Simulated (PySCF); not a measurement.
## Mayer bond orders and bond lengths

(Z)-acetaldoxime, C₂H₅NO.
Numbering: `[CH3:1]/[CH:2]=[N:3]\[OH:4]` (hydrogens: H5, H6, H7 on C1; H8 on C2; H9 on O4)

Geometry (GFN2-xTB, Å), atoms numbered from 1 in this order:
```xyz
9
C2H5NO angstrom
C     -1.0368   -0.3102    0.3187
C     -0.1135    0.7231   -0.2278
N      1.1233    0.6305   -0.4513
O      1.7306   -0.5925   -0.1548
H     -0.4936   -1.2281    0.5260
H     -1.8300   -0.5107   -0.4002
H     -1.4974    0.0562    1.2351
H     -0.5260    1.6920   -0.4773
H      2.6570   -0.4543   -0.3936
```

Bond orders from the PBE0/pcSseg-1 density (PySCF). One conformer (not necessarily the lowest) at the GFN2-xTB geometry, without solvent, vibrations or thermal averaging.

Problem. How far do the computed orders between heavy atoms stray from the drawn ones?

Solution. The largest departure is 0.078, at C2–N3 (drawn double, 1.922).

Problem. Set the Mayer orders of the bonds beside their lengths.

Solution. 
```tsv
bond	drawn as	length (Å)	Mayer order
C1–C2	single	1.490	1.025
C2–N3	double	1.260	1.922
N3–O4	single	1.397	0.962
C1–H5	single	1.087	0.953
C1–H6	single	1.089	0.950
C1–H7	single	1.089	0.950
C2–H8	single	1.082	0.953
O4–H9	single	0.967	0.943
```

Problem. Sum the orders of all bonds at each heavy atom with more than one neighbour and set the sums beside the valence in the SMILES.

Solution. C1 3.878 (drawn 4), C2 3.900 (drawn 4), N3 2.884 (drawn 3), O4 1.905 (drawn 2). Orders between atoms that aren't bonded are not in these sums.

The Mayer order sums products of elements of PS (density times overlap matrix) between the two atoms' basis functions, so it depends on the basis set.
